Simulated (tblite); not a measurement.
C3H2FNS.
SMILES: `c1cnsc1F`

Computed with GFN2-xTB (tblite): harmonic, unscaled wavenumbers at the GFN2-xTB geometry, gas phase. The method is semi-empirical: single wavenumbers can be off by several per cent or more.

Harmonic wavenumbers (cm⁻¹): 262.7, 333.0, 474.8, 525.3, 559.9, 718.4, 766.7, 802.7, 833.4, 849.3, 1044.0, 1144.5, 1177.1, 1318.5, 1450.0, 1553.1, 3127.6, 3166.4.

A = 5709, B = 3262, C = 2076 MHz; mass 102.989 u (most abundant isotopes); point group Cs, symmetry number 1.

Q: What is the zero-point energy?

A: Half the sum of the wavenumbers: 10054 cm⁻¹ = 120.27 kJ/mol.

Q: Give the ideal-gas entropy at 298.15 K and 1 bar in the rigid-rotor, harmonic-oscillator model (classical rotation).

A: Translation 166.66, rotation 110.97, vibration 25.27: S = 302.9 J/(mol K).

Q: And Cp and H(298.15 K) − H(0)?

A: Cp = 80.84 J/(mol K), of which vibrations give 47.59 (their classical limit is 18 R = 149.7); H(298.15 K) − H(0) = 15.11 kJ/mol without the zero-point energy, 5.20 from vibrations.

Q: What must be added to the electronic energy to get the Gibbs energy at 298.15 K and 1 bar?

A: ZPE + [H(298.15 K) − H(0)] − T·S = 120.27 + 15.11 − 90.31 = 45.07 kJ/mol.

Q: How do the functions run with temperature in this model?

A: 
```json
{"T (K)": "150", "S (J/(mol K))": "260.1", "Cp (J/(mol K))": "47.8", "H − H(0) (kJ/mol)": "5.59", "G − H(0) (kJ/mol)": "-33.42", "ln q(vib)": "0.15"}
{"T (K)": "250", "S (J/(mol K))": "289.6", "Cp (J/(mol K))": "70.2", "H − H(0) (kJ/mol)": "11.47", "G − H(0) (kJ/mol)": "-60.93", "ln q(vib)": "0.63"}
{"T (K)": "400", "S (J/(mol K))": "329.5", "Cp (J/(mol K))": "100.5", "H − H(0) (kJ/mol)": "24.38", "G − H(0) (kJ/mol)": "-107.42", "ln q(vib)": "1.73"}
{"T (K)": "600", "S (J/(mol K))": "375.7", "Cp (J/(mol K))": "126.8", "H − H(0) (kJ/mol)": "47.35", "G − H(0) (kJ/mol)": "-178.07", "ln q(vib)": "3.51"}
{"T (K)": "900", "S (J/(mol K))": "431.6", "Cp (J/(mol K))": "147.8", "H − H(0) (kJ/mol)": "88.91", "G − H(0) (kJ/mol)": "-299.52", "ln q(vib)": "6.22"}
```

q(vib) and H(0) count from the zero-point level.

Hindered rotation and anharmonicity are outside this model.

Run on Arm Neoverse N1, one thread, on a shared host. This covers the Hessian and the dipole derivatives.
